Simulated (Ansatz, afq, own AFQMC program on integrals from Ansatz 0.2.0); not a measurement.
AFQMC on a folder of integrals that Ansatz 0.2.0 wrote.

```yaml
crystal:
  periodic: [false, false, false]
  atoms:
    - {symbol: Au, position_ang: [0.000000, 0.000000, 0.000000]}
basis:
  gaussian: {orbitals: def2-TZVPP}
magnetization: {spin_polarized: true, initial_magnetization: 3}
correlation: {method: ccsd_t, electrons: outside_noble_gas, hamiltonian_folder: ham}
```

```sh
$ ansatz run in.yaml --threads 1 --pin off --events-out ev --progress --plain --max-ram 24576MiB --backend cuda --devices 0, --max-vram 18GiB
```

afq runs on the folder ham with

```
--method phaseless --trial hf --walkers 3400 --populations 20 --least-time 40 --time-step 0.005 --steps-per-block 20 --equilibration-blocks 160 --max-blocks 4000 --target-error 0.001 --factor-cut 1e-05 --start spin_pure --seed 4010 --taylor-order 6
```

Times are imaginary, in 1/Eh. The walk had a cap of 98 s. With eight or more populations the least sampling time is a fifth of least-time, and the error comes from their spread. Core potentials past Kr, no spin–orbit coupling.

afq prints:

```
orbitals 52  electrons 7 4  factors 396 of 396
reference energy -134.59711364 Eh
CCSD correlation -0.28942031 Eh in 11 cycles, weight of the determinant in the CISD state 0.9272
energy of the start -134.597150 Eh
 block  time / (1/Eh)  mean weight  energy / Eh
     1     0.100  1.0020  -134.707850
     2     0.200  1.0027  -134.773388
     3     0.300  1.0027  -134.814490
     4     0.400  1.0020  -134.834864
     5     0.500  1.0015  -134.851673
     8     0.800  1.0009  -134.875539
    13     1.300  1.0004  -134.892247
    31     3.100  0.9999  -134.892822
    49     4.900  1.0001  -134.894369
    67     6.700  1.0001  -134.898200
    85     8.500  0.9997  -134.894978
   103    10.300  1.0002  -134.890250
   121    12.100  1.0000  -134.893757
   139    13.900  0.9993  -134.895807
   157    15.700  1.0001  -134.893562
   175    17.500  1.0002  -134.902953
   193    19.300  0.9997  -134.892823
   211    21.100  1.0001  -134.900140
   229    22.900  1.0001  -134.893267
   235    23.500  0.9999  -134.889100
error from the spread of 20 populations
energy -134.894694 +/- 0.000986 Eh
(rows thinned)
```

The run passed its tests (sampling time, drift between the halves within three errors, error under three times the target), which doesn't prove that it has relaxed.

Against this walk (error 26.8 meV) on the same determinant: CCSD(T) 39.8 meV lower (within the noise), CCSDT(Q) 68.0 meV lower, a separate phaseless walk with a CISD trial and standard settings 24.7 ± 26.9 meV lower (within the noise). The error is statistical and leaves out the bias of the constraint. None of these is a sure reference here.

Cautions: constraint bias not in the error; no spin-orbit coupling; outer-core shells of the metal frozen; another spin lies lower.

The walk took 26 s on 2 threads of a server CPU with a shared H100 80 GB, shared host (the card was shared). The log's last line is the phaseless energy.

CCSDT and higher add their correlation energy to the determinant of the CCSD(T) run, since their own runs factorise the integrals more tightly (a shift of under 2 meV).
